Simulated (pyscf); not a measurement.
# Routes from H₂B–OH + ammonia (NH₃)

Candidate steps break at most two bonds and form at most two. Each was searched with GFN2-xTB (tblite) first. Single points on ωB97X-D3(BJ)/def2-SVP structures (PySCF, gas phase). Correlated levels are frozen-core, on RHF or UHF. ΔMP2 is the change of the MP2 total energy from the triple- to the quadruple-zeta basis. Energies: CCSD(T)/def2-TZVPP + ΔMP2(QZVPP), kJ/mol, from the separated reactants, singlet surface.

```
products                       type    ΔE‡    ΔE  ΔG‡ 298 K  ΔG‡ 900 K  ν‡ (cm⁻¹)
-------------  --------------------  -----  ----  ---------  ---------  ---------
H₂B–NH₂ + H₂O  four-centre exchange   55.0  -2.8       96.7      188.4      1234i
H₂B–OH + NH₃   four-centre exchange  352.5   0.0      384.6      454.9      1063i
```

Row 1: On the reactant side the descent ends in an adduct with a B–N contact, 55.0 kJ/mol under the separated species and 103.4 kJ/mol under the saddle at ωB97X-D3(BJ)/def2-TZVP. Row 2: On the reactant side the descent ends in a bound adduct (not fully relaxed), 40.0 kJ/mol under the separated species and 394.8 kJ/mol under the saddle at ωB97X-D3(BJ)/def2-TZVP. On the product side the descent ends in a bound adduct (not fully relaxed), 39.7 kJ/mol under the separated species and 394.5 kJ/mol under the saddle at ωB97X-D3(BJ)/def2-TZVP. 

Plain bond fissions and candidates not yet searched are not listed, and one of them may be faster. Each barrier is that of the saddle found; lower ones may exist. The CCSD(T) − MP2 part came from Ansatz, without density fitting, on the same reference.
